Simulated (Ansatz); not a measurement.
## Worked example: vertical electron affinity of [CF3]+ (SMILES F[C+](F)F)

The species is [CF3]+ (4 atoms), meant as a singlet with charge +1. As SMILES, `F[C+](F)F`. The coordinates come from a PBE0-D4/def2-TZVP relaxation.

Both states at this one shape; open shells run unrestricted unless said. 1 Eh = 27.2114 eV.

| level | program | singlet [CF3]+ (Eh) | doublet CF3 (Eh) |
| --- | --- | --- | --- |
| B2PLYP/def2-SVPD, 4 core orbitals frozen | Ansatz | -336.745570 | -337.011315 |
| CCSD/def2-SVPD, 4 core orbitals frozen | Ansatz | -336.244739 | -336.504485 |

**Question.** Work out the vertical electron affinity, E(N) − E(N+1), at each level.

**Answer.** 
1. B2PLYP/def2-SVPD: -336.745570 − (-337.011315) = 0.265745 Eh = 7.23 eV.
2. CCSD/def2-SVPD: -336.244739 − (-336.504485) = 0.259746 Eh = 7.07 eV.

No measured value is set beside it here; the levels span 7.07 to 7.23 eV.
